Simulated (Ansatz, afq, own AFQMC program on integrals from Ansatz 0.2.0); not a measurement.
Integrals from Ansatz 0.2.0, then the random walk in our own AFQMC program (afq).

```yaml
crystal:
  periodic: [false, false, false]
  atoms:
    - {symbol: Si, position_ang: [0.000000, 0.000000, 2.100805]}
    - {symbol: Al, position_ang: [0.000000, 0.000000, -0.252999]}
    - {symbol: H, position_ang: [0.000000, 0.000000, -1.847805]}
basis:
  gaussian: {orbitals: 6-31G}
magnetization: {spin_polarized: true, initial_magnetization: 2}
correlation: {method: ccsd_t, electrons: outside_noble_gas, hamiltonian_folder: ham}
```

```sh
$ ansatz run in.yaml --threads 1 --pin off --events-out ev --progress --plain --max-ram 16896MiB --backend cuda --devices 0, --max-vram 18GiB
```

Options of the walk:

```
--method free --trial cid --walkers 50 --time-step 0.08 --max-blocks 120 --target-error 0.00068 --factor-cut 1e-05 --seed 4823 --times 0.0,0.4,0.8,1.6,2.4 --taylor-order 4
```

Times are imaginary, in 1/Eh. The walk had a cap of 60 s.

```
orbitals 18  electrons 5 3  factors 103 of 310
reference energy -531.28705241 Eh
CCSD correlation -0.08288071 Eh in 12 cycles, weight of the determinant in the CISD state 0.8945
repeat  energy at the last time / Eh  error
    10  -531.373365  0.000347
    20  -531.373399  0.000239
    30  -531.373612  0.000198
time / (1/Eh)  energy / Eh  error  mean overlap
  0.00  -531.370011  0.000077  1.1010
  0.40  -531.371543  0.000103  1.0974
  0.80  -531.372364  0.000130  1.0996
  1.60  -531.373105  0.000124  1.0845
  2.40  -531.373552  0.000202  1.0968
energy -531.373552 +/- 0.000202 Eh
```

Problem. Estimate how long the walk took on 1 × NVIDIA H100 80GB HBM3 with 2 threads of AMD EPYC 7R13 Processor (Zen 3) (shared host) (the card was shared).

Solution. 1.7 s of wall time.

The run passed its tests (error under three times the target), which doesn't prove that it has relaxed.

Against this walk (error 5.5 meV) on the same determinant: CCSD(T) 25.0 meV higher, CCSDT(Q) 11.0 meV lower, CCSDTQ 11.3 meV lower, full CI 11.7 meV lower. The error is statistical, and a free projection of finite length keeps a remainder of its start. The projection is still falling at its last time (meV from the last point: 96.4 ± 2.1 at 0.00, 55 ± 3 at 0.40, 32 ± 4 at 0.80, 12 ± 3 at 1.60, 0 ± 5 at 2.40), so its energy is a cut-off value, and the gaps above aren't errors of the other methods.

Cautions: remainder of the start not in the error; the time-step error isn't removed.

CCSDT and higher add their correlation energy to the determinant of the CCSD(T) run, since their own runs factorise the integrals more tightly (a shift of under 2 meV). A walk keeps the symmetry of its determinant, which the program's search chose and which needn't be the lowest solution, so a lower state of the same spin and another symmetry isn't excluded.
